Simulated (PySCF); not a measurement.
Point-charge models of anisole (`c1c(OC)cccc1`) against its computed dipole.

Coordinates (PBE0-D3(BJ)/def2-SVP, Å) and charges (e) from the PBE0/pcSseg-1 density (PySCF):

```tsv
atom	x	y	z	Mulliken	IAO	Hirshfeld	ESP-fitted
C1	-2.417	0.377	0.061	-0.0506	-0.2008	-0.0304	-0.0666
O2	-1.346	-0.328	-0.495	-0.4791	-0.3212	-0.1063	-0.3574
C3	-0.094	-0.058	-0.071	+0.2179	+0.2039	+0.0737	+0.5447
C4	0.931	-0.802	-0.673	-0.1075	-0.1839	-0.0710	-0.4417
C5	2.253	-0.595	-0.302	-0.0812	-0.1412	-0.0480	+0.0146
C6	2.577	0.353	0.673	-0.0939	-0.1771	-0.0665	-0.3132
C7	1.558	1.089	1.268	-0.0844	-0.1375	-0.0501	-0.0661
C8	0.223	0.893	0.906	-0.1679	-0.2246	-0.0811	-0.3728
H9	-3.328	0.003	-0.422	+0.1364	+0.1630	+0.0558	+0.1132
H10	-2.499	0.211	1.150	+0.1110	+0.1306	+0.0425	+0.0714
H11	-2.336	1.463	-0.124	+0.1110	+0.1306	+0.0426	+0.0721
H12	0.657	-1.537	-1.431	+0.1019	+0.1596	+0.0489	+0.1912
H13	3.042	-1.182	-0.779	+0.0974	+0.1519	+0.0509	+0.1279
H14	3.617	0.514	0.963	+0.0926	+0.1490	+0.0470	+0.1708
H15	1.795	1.834	2.031	+0.0949	+0.1504	+0.0496	+0.1444
H16	-0.556	1.484	1.388	+0.1015	+0.1472	+0.0424	+0.1673
```

**Question.** Compute μ = Σ q r for each scheme (1 e·Å = 4.803 D) and compare with the dipole of the full density.

**Answer.** The full density gives (-0.98, 0.79, 0.65) D, 1.42 D in size; dipole vectors point from the negative to the positive end.

```
    scheme     μx    μy    μz  size (D)  share of the full size (%)  angle to the full dipole (°)
  Mulliken  -0.60  1.31  1.20      1.88                         133                            25
       IAO  -0.92  0.97  0.83      1.57                         111                             8
 Hirshfeld  -0.97  0.33  0.20      1.04                          73                            25
ESP-fitted  -0.99  0.80  0.66      1.43                         101                             0
```

**Question.** Which set comes closest?

**Answer.** Length of the difference vector: ESP-fitted 0.02 D, IAO 0.27 D, Hirshfeld 0.64 D, Mulliken 0.85 D. Closest: ESP-fitted. The schemes that divide the density aren't constrained to reproduce the dipole.

**Question.** What is left for the Hirshfeld atoms' own dipoles?

**Answer.** The Hirshfeld atoms' densities add up to the full density, so μ = Σ q r + Σ (atomic dipoles). The atomic dipoles sum to (-0.98, 0.79, 0.65) − (-0.97, 0.33, 0.20) = (-0.01, 0.46, 0.45) D, 0.64 D in size.

**Question.** With the origin at the mean of the coordinates, (0.255, 0.233, 0.259) Å, which are the largest single terms, by size, of the IAO dipole along the direction of the full one?

**Answer.** H13 -2.33, C1 -1.78, H9 +1.61, H12 -1.56, H11 +1.45 D; all 16 atoms together +1.56 D. The single terms depend on the origin, their sum doesn't.

**Question.** Give the size of the full dipole in other units.

**Answer.** 1.42 D = 0.557 au = 0.295 e·Å = 4.72 × 10⁻³⁰ C·m.

The structure is a single PBE0-D3(BJ)/def2-SVP conformer in the gas phase; no vibrational or solvent corrections.

The values belong to the conformer `[CH3:1][O:2][c:3]1[cH:4][cH:5][cH:6][cH:7][cH:8]1`: C1–O2–C3–C4 180°.
